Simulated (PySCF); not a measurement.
# Mg, Mg+: ionisation energy in jorge-DZP-DKH

Aim: the ionisation energy of magnesium from differences of total energies, at each level of theory, and how far each lands from the tabulated value where there is one.

The numbers are computed with PySCF 2.14.0 (unrestricted determinants in a Gaussian basis, no spin-orbit coupling in the energies), except any that are marked as measured or tabulated.

## 1. What is computed

- Element: magnesium (Z = 12)
- Basis: jorge-DZP-DKH (7s4p1d, 24 functions)
- Hamiltonian: scalar relativity by spin-free X2C-1e
- State 1: Mg: [Ne] 3s2, closed-shell 1S
- State 2: Mg+: [Ne] 3s1, 2S determinant
- Methods: UHF, MN15, LDA, MP2, CCSD(T)
- Core shells frozen in the correlated runs: valence: [Ne] (for Mg)

The outer shells:

Mg [Ne] 3s2
```
[Ne] core
3s [↑↓]
```

Mg+ [Ne] 3s1
```
[Ne] core
3s [↑ ]
```

The runs were made by one driver on top of PySCF. The scripts below sum up each run's settings (the driver also hands on starting orbitals that pick excited configurations, and frozen orbitals as a list rather than a count), and the logs come from the driver's own runs. The driver starts from symmetry-adapted Hartree-Fock orbitals, holds the occupation by maximum overlap and uses a logarithmic radial grid for functionals, so a plain start would take other cycles.

It was started by

```console
$ OMP_NUM_THREADS=1 python atomrun2.py TASK.json OUT
```

The integrals over 24 functions and the set-up took 0.08 s of CPU time.

## 2. Mg

#### UHF

input.py reads:

```python
from pyscf import gto, scf, dft, mp, cc
import basis_set_exchange as bse
mol = gto.M(atom="Mg 0 0 0", charge=0, spin=0, symmetry="D2h",
            basis=gto.basis.parse(bse.get_basis("jorge-DZP-DKH", elements=["Mg"], fmt="nwchem", header=False)),
            nucmod="G")
mf = scf.UHF(mol).sfx2c1e()
mf.irrep_nelec = {'Ag': (3, 3), 'B1u': (1, 1), 'B2u': (1, 1), 'B3u': (1, 1)}
mf.kernel()
```

#### MN15

input.py differs from the last one in:

```diff
@@ -5,3 +5,3 @@
             nucmod="G")
-mf = scf.UHF(mol).sfx2c1e()
+mf = dft.UKS(mol, xc="MN15").sfx2c1e()
 mf.irrep_nelec = {'Ag': (3, 3), 'B1u': (1, 1), 'B2u': (1, 1), 'B3u': (1, 1)}
```

#### LDA

input.py differs from the last one in:

```diff
@@ -5,3 +5,3 @@
             nucmod="G")
-mf = dft.UKS(mol, xc="MN15").sfx2c1e()
+mf = dft.UKS(mol, xc="LDA,VWN").sfx2c1e()
 mf.irrep_nelec = {'Ag': (3, 3), 'B1u': (1, 1), 'B2u': (1, 1), 'B3u': (1, 1)}
```

#### MP2 (valence)

input.py differs from the last one in:

```diff
@@ -5,4 +5,5 @@
             nucmod="G")
-mf = dft.UKS(mol, xc="LDA,VWN").sfx2c1e()
+mf = scf.UHF(mol).sfx2c1e()
 mf.irrep_nelec = {'Ag': (3, 3), 'B1u': (1, 1), 'B2u': (1, 1), 'B3u': (1, 1)}
 mf.kernel()
+mp.UMP2(mf, frozen=5).kernel()
```

#### CCSD(T) (valence)

input.py differs from the last one in:

```diff
@@ -8,2 +8,3 @@
 mf.kernel()
-mp.UMP2(mf, frozen=5).kernel()
+mycc = cc.CCSD(mf, frozen=5).run()
+mycc.ccsd_t()
```

## 3. Mg+

#### UHF

input.py reads:

```python
from pyscf import gto, scf, dft, mp, cc
import basis_set_exchange as bse
mol = gto.M(atom="Mg 0 0 0", charge=1, spin=1, symmetry="D2h",
            basis=gto.basis.parse(bse.get_basis("jorge-DZP-DKH", elements=["Mg"], fmt="nwchem", header=False)),
            nucmod="G")
mf = scf.UHF(mol).sfx2c1e()
mf.irrep_nelec = {'Ag': (3, 2), 'B1u': (1, 1), 'B2u': (1, 1), 'B3u': (1, 1)}
mf.kernel()
```

#### MN15

input.py differs from the last one in:

```diff
@@ -5,3 +5,3 @@
             nucmod="G")
-mf = scf.UHF(mol).sfx2c1e()
+mf = dft.UKS(mol, xc="MN15").sfx2c1e()
 mf.irrep_nelec = {'Ag': (3, 2), 'B1u': (1, 1), 'B2u': (1, 1), 'B3u': (1, 1)}
```

#### LDA

input.py differs from the last one in:

```diff
@@ -5,3 +5,3 @@
             nucmod="G")
-mf = dft.UKS(mol, xc="MN15").sfx2c1e()
+mf = dft.UKS(mol, xc="LDA,VWN").sfx2c1e()
 mf.irrep_nelec = {'Ag': (3, 2), 'B1u': (1, 1), 'B2u': (1, 1), 'B3u': (1, 1)}
```

What does the calculation give?

The runs gave:

| quantity | value |
| --- | --- |
| ionisation energy, Mg | UHF 6.610, FCI (valence) 7.501 eV; reference 7.646 |

Accuracy against cost (mean over 1 difference):

| method | mean absolute miss against the measured value (with the measured fine structure taken into account where it is known) (eV) | CPU time, both states (s) |
| --- | --- | --- |
| UHF | 1.036 | 0.14 |
| MN15 | 0.073 | 0.69 |
| LDA | 0.092 | 0.22 |
| MP2 (valence) | 0.467 |  |
| SCS-MP2 (valence) | 0.354 |  |
| CCSD (valence) | 0.145 |  |
| CCSD(T) (valence) | 0.145 |  |
| CCSDT (valence) | 0.145 |  |
| FCI (valence) | 0.145 |  |

**Reading.** Against experiment MN15 comes closest (off by 0.07 eV), level with LDA and UHF is farthest (1.04 eV). Hartree-Fock falls short because the species with more electrons holds more correlation energy, which it lacks. LDA is off by +0.09 eV. The basis is finite, and no extrapolation was made. The dearest level timed, MN15, costs 4.9 times the cheapest, UHF, and differs from the measured value (with the measured fine structure taken into account where it is known) by 0.07 against 1.04 eV.
